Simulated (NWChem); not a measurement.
**CH5Si (SMILES C[SiH2]): ROCCSD(T)/cc-pVDZ**

Aim: the vertical electron affinity of CH5Si at ROCCSD(T)/cc-pVDZ, from 2 runs. 

Program for the calculation: NWChem 7.3.0.

1 further run of the same task is left out (it didn't finish).

## Step 1: The system as given

The species is CH5Si (7 atoms), meant as a doublet with charge 0. As SMILES, `C[SiH2]`. The coordinates come from a PBE0-D4/def2-TZVP relaxation.

Bond lengths: C1–Si2 1.875 Å, C1–H3 1.094 Å, C1–H4 1.092 Å, C1–H5 1.092 Å, Si2–H6 1.490 Å, Si2–H7 1.490 Å. Angles: C1–Si2–H6 111.8°, C1–Si2–H7 111.8°, Si2–C1–H3 110.5°, Si2–C1–H4 110.8°, Si2–C1–H5 110.8°, H6–Si2–H7 109.5°, H3–C1–H4 108.1°, H3–C1–H5 108.1°, H4–C1–H5 108.3°.

## Step 2: A single-point energy at ROCCSD(T)/cc-pVDZ

Input file nw.xyz:

```xyz
7

C     -0.122600    -0.803200     0.095200
Si     0.176200     1.034800     0.314000
H     -0.204800    -1.054900    -0.966600
H      0.699200    -1.383300     0.519500
H     -1.047100    -1.107700     0.589500
H     -0.951500     1.846400    -0.225700
H      1.450600     1.468000    -0.326000
```

Input file nw.nw:

```
start nw
memory total 2200 mb
geometry noautoz
  load nw.xyz
end
basis spherical bse
  * library cc-pVDZ
end
scf
  doublet
  rohf
  maxiter 60
  print low
end
tce
  scf
  ccsd(t)
  freeze core 6
  maxiter 100
end
task tce energy
```

The run is started by

```console
$ nwchem nw.nw > nw.out
```

Standard output (excerpt; [...] marks lines left out):

```text
[...]
 Group name             Cs
[...]
  functions       =    57
[...]
  wavefunction    = ROHF
[...]
         Total SCF energy =   -329.670494500131
      One-electron energy =   -565.409247471414
      Two-electron energy =    180.055658011075
 Nuclear repulsion energy =     55.683094960207
        Time for solution =      7.3s
[...]
         Wavefunction type : Restricted open-shell Hartree-Fock
          No. of electrons :    25
[...]
         Spin multiplicity : doublet
[...]
 CCSD total energy / hartree       =      -329.947423332224503
[...]
 CCSD[T] total energy / hartree       =      -329.954516724041866
[...]
 CCSD(T) total energy / hartree       =      -329.954359164321318
[...]
```

Wall time 18 s (1 thread of Intel Xeon 6975P-C (Granite Rapids), shared host); peak memory 0.29 GiB.

## Step 3: The singlet anion

Input file test.nw:

```
start test
title "CH5Si"
memory 2200 mb
charge -1

geometry units angstroms noautosym nocenter noautoz
 C    -0.122600   -0.803200    0.095200
 Si    0.176200    1.034800    0.314000
 H    -0.204800   -1.054900   -0.966600
 H     0.699200   -1.383300    0.519500
 H    -1.047100   -1.107700    0.589500
 H    -0.951500    1.846400   -0.225700
 H     1.450600    1.468000   -0.326000
end

basis spherical bse
 * library cc-pVDZ
end

scf
 nopen 0
 rhf
 maxiter 80
end

tce
 scf
 ccsd(t)
 freeze core 6
 maxiter 100
end

task tce energy
```

The run is started by

```console
$ nwchem test.nw > test.out
```

Standard output (excerpt; [...] marks lines left out):

```text
[...]
  functions       =    57
[...]
  wavefunction    = RHF
[...]
         Total SCF energy =   -329.634771842895
      One-electron energy =   -571.497778576556
      Two-electron energy =    186.179925582943
 Nuclear repulsion energy =     55.683081150718
        Time for solution =      8.3s
[...]
         Wavefunction type : Restricted Hartree-Fock
          No. of electrons :    26
[...]
         Spin multiplicity : singlet
[...]
 CCSD total energy / hartree       =      -329.939730376263014
[...]
 CCSD[T] total energy / hartree       =      -329.947774960160700
[...]
 CCSD(T) total energy / hartree       =      -329.947582370207897
[...]
```

Run time: 23 s. Hardware: 1 thread of Intel Xeon 6975P-C (Granite Rapids), shared host; peak memory 0.36 GiB.

## Step 4: What came out

Level: ROCCSD(T)/cc-pVDZ, 6 core orbitals frozen.

```
                                                            quantity          value
                                         doublet CH5Si: total energy  -329.95436 Eh
          doublet CH5Si: correlation energy (6 core orbitals frozen)     -283.9 mEh
                                       doublet CH5Si: (T) correction      -6.94 mEh
                                         singlet anion: total energy  -329.94758 Eh
                  singlet anion: HOMO energy (Hartree–Fock orbitals)        0.12 eV
                  singlet anion: LUMO energy (Hartree–Fock orbitals)        9.58 eV
singlet anion: HOMO–LUMO gap (to an unbound level, set by the basis)        9.45 eV
          singlet anion: correlation energy (6 core orbitals frozen)     -312.8 mEh
                                       singlet anion: (T) correction      -7.85 mEh
                   vertical electron affinity (to the singlet anion)      -0.184 eV
```

The anion lies 0.18 eV (4.3 kcal/mol) above the neutral: the electron isn't bound at this level, and such a value depends on the basis. Without diffuse functions anions come out too high. The triples (doublet CH5Si) make up 2.4 % of the correlation energy. Mulliken charges (singlet anion) run from -0.27 on Si2 to -0.01 on H4. The triples (singlet anion) make up 2.5 % of the correlation energy. The HOMO (singlet anion) lies at positive energy, 0.12 eV: the electron is unbound at this level or held by a compact basis; values depend on the basis.
